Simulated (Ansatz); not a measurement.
# One shape, several levels: doublet SiH5

Aim: a comparison of 6 runs (U-r2SCAN0/STO-3G, U-revPBE/STO-3G, UB2PLYP/STO-3G, RPA@PBE/STO-3G, UMP2/STO-3G, UCCSDTQ/STO-3G) of doublet SiH5. 

Program for the calculation: Ansatz 0.2.0.

## 1. The molecule

SiH5 has 6 atoms, charge 0, and is taken as a doublet. As SMILES of the parent species, `[H][Si-]([H])([H])([H])[H]`. Geometry: relaxed at GFN2-xTB. That shape belongs to the parent species and isn't relaxed for this state.

Bond lengths: Si1–H2 1.639 Å, Si1–H3 1.644 Å, Si1–H4 1.491 Å, Si1–H5 1.491 Å, Si1–H6 1.491 Å. Angles: H2–Si1–H3 179.9°, H2–Si1–H4 90.0°, H2–Si1–H5 90.0°, H2–Si1–H6 90.1°, H3–Si1–H4 89.9°, H3–Si1–H5 90.0°, H3–Si1–H6 90.0°, H4–Si1–H5 120.1°, H4–Si1–H6 120.0°, H5–Si1–H6 120.0°.

## 2. The energy at U-r2SCAN0/STO-3G (run 1)

in.yaml

```yaml
basis:
  gaussian:
    orbitals: STO-3G
crystal:
  periodic: [false, false, false]
  atoms:
    - {symbol: Si, position_ang: [-0.000240, 0.000230, 0.001470]}
    - {symbol: H, position_ang: [-0.019890, -0.007790, 1.639910]}
    - {symbol: H, position_ang: [0.021790, 0.007860, -1.642440]}
    - {symbol: H, position_ang: [1.490630, 0.011850, 0.019200]}
    - {symbol: H, position_ang: [-0.757550, 1.285100, -0.002620]}
    - {symbol: H, position_ang: [-0.734730, -1.297250, -0.015520]}
total_charge: 0
magnetization:
  spin_polarized: true
  initial_magnetization: 1
hamiltonian:
  xc: {name: r2SCAN0}
accuracy: high
```

Command:

```
$ ansatz run in.yaml --threads 1 --pin off --max-ram 2610MiB --events-out events.jsonl --progress --plain --runs-dir runs
```

Standard output:

```text
Warning: RAYON_NUM_THREADS=1 ignored (pool sized by the plan → 1); use --threads N
Functional definition: r2SCAN0
  name "r2SCAN0"
  parameter a = 0.25
  parameter k0 = 0.174
  parameter k1 = 0.065
  parameter a1 = 4.9479
  exchange = (1 - a)*r2scan_x(k0 = k0, k1 = k1, a1 = a1) + a*exact_x
  correlation = r2scan_c
222 factors; integrals over basis functions are off by at most 1.5e-8 eV
mean field evaluation 1: about -7861.9472 eV, gradient 8.7e0 eV
mean field evaluation 2: about -7862.4492 eV, gradient 4.2e0 eV
mean field evaluation 4: about -7862.5922 eV, gradient 9.8e-2 eV
mean field evaluation 8: about -7862.5502 eV, gradient 2.1e-3 eV
mean field evaluation 16: about -7862.5502 eV, gradient 6.8e-7 eV
mean field -7862.55016508 eV, -288.9433891387 hartree, gradient 4.6e-8 eV, S^2 0.780276; 0 other end points of the search recorded, 0 dependent functions left out
reference -7862.55016578 eV, -288.9433891645 hartree; 10, 9 occupied and 4, 5 virtual orbitals, 222 factors
Total energy: -7862.55016578 eV, -288.9433891645 hartree
```

It took 3.6 s on 1 thread of Arm Neoverse V1, shared host; peak memory 0.2 GiB.

## 3. A single-point energy at U-revPBE/STO-3G (run 2)

in.yaml, as its differences from that of step 2:

```diff
@@ -1,4 +1 @@
-basis:
-  gaussian:
-    orbitals: STO-3G
 crystal:
@@ -12,8 +9,6 @@
     - {symbol: H, position_ang: [-0.734730, -1.297250, -0.015520]}
-total_charge: 0
-magnetization:
-  spin_polarized: true
-  initial_magnetization: 1
-hamiltonian:
-  xc: {name: r2SCAN0}
+basis:
+  gaussian: {orbitals: STO-3G}
 accuracy: high
+magnetization: {spin_polarized: true, initial_magnetization: 1}
+hamiltonian: {xc: {name: revPBE}}
```

Command:

```
$ ansatz run in.yaml --threads 1 --pin off --max-ram 2610MiB --events-out events.jsonl --progress --plain --runs-dir runs
```

Standard output:

```text
Warning: RAYON_NUM_THREADS=1 ignored (pool sized by the plan → 1); use --threads N
Functional definition: revPBE
  name "revPBE"
  parameter kappa = 1.245
  parameter beta = 0.06672455060314922
  exchange = pbe_x(kappa = kappa, mu = beta*pi^2/3)
  correlation = pbe_c(beta = beta)
222 factors; integrals over basis functions are off by at most 1.5e-8 eV
mean field evaluation 1: about -7860.9434 eV, gradient 1.2e1 eV
mean field evaluation 2: about -7861.2498 eV, gradient 9.1e0 eV
mean field evaluation 4: about -7861.8409 eV, gradient 1.2e-1 eV
mean field evaluation 8: about -7861.7788 eV, gradient 5.9e-3 eV
mean field evaluation 16: about -7861.7788 eV, gradient 2.1e-8 eV
mean field -7861.77881762 eV, -288.9150426425 hartree, gradient 2.1e-8 eV, S^2 0.758694; 0 other end points of the search recorded, 0 dependent functions left out
reference -7861.77881980 eV, -288.9150427224 hartree; 10, 9 occupied and 4, 5 virtual orbitals, 222 factors
Total energy: -7861.77881980 eV, -288.9150427224 hartree
```

It took 1.4 s on 1 thread of Arm Neoverse V1, shared host; peak memory 0.12 GiB.

Runs 3 to 5 aren't shown in full; the table further down has their settings and results.

## 4. The energy at UCCSDTQ/STO-3G (run 6)

job.yaml

```yaml
crystal:
  periodic: [false, false, false]
  atoms:
    - symbol: Si
      position_ang: [-0.000240, 0.000230, 0.001470]
    - symbol: H
      position_ang: [-0.019890, -0.007790, 1.639910]
    - symbol: H
      position_ang: [0.021790, 0.007860, -1.642440]
    - symbol: H
      position_ang: [1.490630, 0.011850, 0.019200]
    - symbol: H
      position_ang: [-0.757550, 1.285100, -0.002620]
    - symbol: H
      position_ang: [-0.734730, -1.297250, -0.015520]
basis:
  gaussian: {orbitals: STO-3G}
magnetization: {spin_polarized: true, initial_magnetization: 1}
correlation: {method: ccsdtq, frozen_orbitals: {H: 0, Si: 5}}
accuracy: high
scf: {omitted_lower_state_checks: [cluster_reference, increment]}
```

Command:

```
$ ansatz run job.yaml --threads 1 --pin off --max-ram 2610MiB --events-out events.jsonl --progress --plain --runs-dir runs
```

Standard output:

```text
Warning: RAYON_NUM_THREADS=1 ignored (pool sized by the plan → 1); use --threads N
[... 11 lines left out ...]
5 core orbitals not correlated: weight in the atoms' cores, before any rotation towards them, 0.999 or more for the frozen orbitals, at most 0.000 for the correlated occupied ones
[... 23 lines left out ...]
Total energy: -7847.80142037 eV, -288.4013827678 hartree
Checks for a lower state left out: cluster_reference, increment
```

Run time: 7.8 s. Hardware: 1 thread of Arm Neoverse V1, shared host; peak memory 0.12 GiB.

## 5. Overview of the runs

```
run             level  frozen core orbitals  energy (Eh)   ⟨S²⟩  wall time
  1  U-r2SCAN0/STO-3G                     –  -288.943389  0.780      3.6 s
  2   U-revPBE/STO-3G                     –  -288.915043  0.759      1.4 s
  3    UB2PLYP/STO-3G                     5  -288.791775  0.787      1.4 s
  4    RPA@PBE/STO-3G                     5  -288.443145  0.759      1.6 s
  5       UMP2/STO-3G                     5  -288.366296  0.835     0.08 s
  6    UCCSDTQ/STO-3G                     5  -288.401383  0.835      7.8 s
```

## 6. Summary of results

```
                                          quantity          value
                               run 6: total energy  -288.40138 Eh
run 6: correlation energy (5 core orbitals frozen)      -84.9 mEh
          run 6: ⟨S²⟩ of the reference determinant          0.835
                              run 6: T1 diagnostic          0.016
```

What this shows: Totals of different functionals can't be ranked against each other. In runs 1, 2, 3, 4, 5, 6 the basis is minimal, so the values are rough. All runs together took 16 s, the longest 7.8 s.
